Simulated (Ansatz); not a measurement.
**[Br···H···H], doublet: transfer scan**

Starting geometry:

```tsv
atom	x (Å)	y (Å)	z (Å)
Br	0.0000	0.0000	-1.4079
H	0.0000	0.0000	0.0127
H	0.0000	0.0000	1.3951
```

From there H2 is moved from one fragment to the other while all else, the fragments' distance too, stays fixed; atoms are numbered as listed. Energies are in kcal/mol, counted from the starting geometry at the same level. Kohn–Sham curves are unrestricted where that lies lower.

Basis 6-31G (Cartesian d functions); Ansatz 0.2.0. Only valence electrons are correlated (noble-gas cores and the filled d shells of p-block atoms frozen). Prefix R: restricted or restricted open-shell reference. Active spaces: valence = (9e, 6o) chosen from the atoms' valence shells. No spin–orbit coupling is included, and no scalar relativity.

Runs in a small pair space aren't shown, since their orbitals change along the scan.

Full CI is exact within this basis and frozen core; it isn't the basis-set limit.

| distance Br1-H2 (Å) | full CI | curve A | curve B | curve C | curve D |
| --- | --- | --- | --- | --- | --- |
| 1.321 | 5.9 | 5.9 | 5.1 | 6.4 | 3.6 |
| 1.421 | 0.0 | 0.0 | 0.0 | 0.0 | 0.0 |
| 1.512 | -1.3 | -1.3 | -0.2 | -2.0 | 1.5 |
| 1.603 | -1.7 | -1.8 | 1.0 | -3.1 | 5.0 |
| 1.694 | -3.7 | -3.6 | -0.2 | -5.4 | 7.5 |
| 1.785 | -8.2 | -8.2 | -3.8 | -10.1 | 1.4 |
| 1.876 | -14.7 | -14.7 | -11.4 | -16.3 | -9.1 |
| 1.967 | -21.2 | -21.2 | -19.2 | -22.2 | -18.7 |
| 2.058 | -24.9 | -24.8 | -23.8 | -25.3 | -24.6 |

(1) The curves come from MRCISD+Q (valence space), RHF, RMP2, wB97M-V. Compare each with full CI and say which is which.

In so small a basis the reference is far from its limit while semilocal and hybrid functionals are nearer theirs, so the functionals' errors here hold much of the reference's basis and frozen-core error, which can add to them or hide them.

## Answers

(1) A: MRCISD+Q (valence space), B: RMP2, C: wB97M-V, D: RHF. Spread of the error against full CI, over the points where both stand: A 0.1, B 5.2, C 2.4, D 13.4 kcal/mol.
